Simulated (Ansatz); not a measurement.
`[F][AlH][AlH2]`. The species carries charge 0 and has multiplicity 1.

```tsv
atom	x (Å)	y (Å)	z (Å)
F1	1.2765	1.8650	-1.0536
Al2	0.7306	0.2996	-1.0168
Al3	-0.7555	-0.3773	1.0141
H4	1.2026	-0.5861	-2.2497
H5	-1.3254	-1.8591	1.1435
H6	-1.1287	0.6579	2.1625
```

Q: Give the diagnostics of a CCSD(T)/def2-TZVPP run (frozen core, Ansatz). (Estimate.)

A: Ansatz gave: T1 = 0.0126, largest single amplitude 0.018, largest double 0.053, (T) share of the correlation energy 2.5 %, 10 CCSD cycles. The RHF solution is stable towards an unrestricted one. T1 lies under the customary mark of 0.02 for closed shells.
